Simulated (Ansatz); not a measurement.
# AlBClH2 radical (SMILES [BH][AlH][Cl]): single points off equilibrium

One table from this session's results is given with a row withheld; the runs are named, their logs left out.

Computed with Ansatz 0.2.0, Gaussian basis. Level: single points in def2-TZVPP.

Cores are frozen in the correlated methods. Orbitals are unrestricted.

### The system as given

SMILES `[BH][AlH][Cl]`, 5 atoms, charge 0, spin multiplicity 2.

Atoms are counted from 1 here; the program's logs count them from 0.

Bond lengths: B1–Al2 2.047 Å, B1–H4 1.158 Å, Al2–Cl3 1.979 Å, Al2–H5 1.591 Å. Angles: Al2–B1–H4 170.1°, B1–Al2–Cl3 120.1°, B1–Al2–H5 129.4°, Cl3–Al2–H5 110.5°.

As a file:

| atom | x (Å) | y (Å) | z (Å) |
| --- | --- | --- | --- |
| B1 | -1.1674 | -0.7834 | 0.0457 |
| Al2 | 0.6019 | 0.2439 | 0.0986 |
| Cl3 | 0.8504 | 1.8499 | -1.0299 |
| H4 | -2.2202 | -1.2340 | -0.1263 |
| H5 | 1.9029 | -0.0312 | 0.9725 |

The first run:

File run/in.yaml:

```yaml
crystal:
  periodic: [false, false, false]
  atoms:
    - {symbol: B, position_ang: [-1.167400, -0.783400, 0.045700]}
    - {symbol: Al, position_ang: [0.601900, 0.243900, 0.098600]}
    - {symbol: Cl, position_ang: [0.850400, 1.849900, -1.029900]}
    - {symbol: H, position_ang: [-2.220200, -1.234000, -0.126300]}
    - {symbol: H, position_ang: [1.902900, -0.031200, 0.972500]}
basis:
  gaussian: {orbitals: def2-TZVPP}
magnetization: {spin_polarized: true, initial_magnetization: 1}
correlation: {method: ccsd_t}
scf: {omitted_lower_state_checks: [cluster_reference]}
output: {forces: true}
```

The command line of these runs was not kept.

Among the steps run: CCSD(T)/def2-TZVPP; PBE0-D4/def2-TZVPP; wB97M-V/def2-TZVPP; r2SCAN-D4/def2-TZVPP; PBE-D4/def2-TZVPP; r2SCAN0-D4/def2-TZVPP; B97M-V/def2-TZVPP.

One table of the session follows, with a row left open; its other results are not shown here.

| method | RMS force component (eV/Å) | angle to CCSD(T) forces (°) | dipole (D) |
| --- | --- | --- | --- |
| CCSD(T) | 1.089 | reference | 1.69 |
| PBE0-D4 | 1.037 | 3.1 | 1.76 |
| wB97M-V | 1.057 | 2.8 | 1.74 |
| r2SCAN-D4 | 1.048 | 2.0 | 1.71 |
| PBE-D4 | ? | ? | ? |
| r2SCAN0-D4 | 1.009 | 2.3 | 1.77 |
| B97M-V | 1.001 | 2.8 | 1.77 |

Q: Estimate the row for PBE-D4 from the others.

The run gave: RMS force component (eV/Å): 1.109; angle to CCSD(T) forces (°): 4.8; dipole (D): 1.67. In the column «RMS force component (eV/Å)» it is the highest.
